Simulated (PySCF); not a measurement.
Compound: N-methylformamide, C₂H₅NO.
Z-matrix (Å and degrees, PBE0-D3(BJ)/def2-SVP geometry), rows numbered from 1:
```
C 
N   1  1.4389
C   2  1.3562  1  122.66
O   3  1.2089  2  125.50  1     0.32
H   1  1.1021  2  111.78  3   118.74
H   1  1.0979  2  107.30  3    -0.27
H   1  1.1021  2  111.76  3  -119.29
H   2  1.0113  1  119.51  3  -179.34
H   3  1.1175  2  111.77  1  -179.79
```

Method used: MP2 and CCSD/aug-cc-pVDZ in PySCF, restricted Hartree–Fock reference, frozen core, non-relativistic, gas phase, PBE0-D3(BJ)/def2-SVP geometry.

E(HF) = -207.99349 Eh.

Task: How large is the problem?

Result: 137 basis functions and 32 electrons; 4 orbitals frozen, which leaves o = 12 correlated occupied and v = 121 virtual orbitals. That is o·v = 1452 singles and o·v(o·v + 1)/2 = 1054878 distinct closed-shell doubles amplitudes before symmetry; the costliest CCSD step grows as o²v⁴ = 3.1 × 10^10.

Task: What are the MP2 and CCSD correlation energies?

Result: MP2 -0.6575 Eh and CCSD -0.6870 Eh, which gives totals of -208.65098 and -208.68047 Eh. That is 0.779 eV for each correlated electron at CCSD (1804 kJ/mol in all, 0.329 % of the total energy); MP2 gives 95.7 % of the CCSD value.

Task: What is the T1 diagnostic?

Result: 0.0157, below the customary warning level of 0.02. It is the norm of the spatial-orbital singles amplitudes over the root of the number of correlated electrons, so the norm is 0.077.

Task: How does correlation change the dipole moment?

Result: HF gives 4.16 D and CCSD (unrelaxed density) 3.84 D, a change of -0.32 D.

No triples correction and no basis-set extrapolation were made.

The job also held the EOM ionisation roots. Hardware: Arm Neoverse V2, one thread, no GPU, shared host. Cost: 2.7 min, 2.4 GiB resident at most.

One conformer stands for the species.
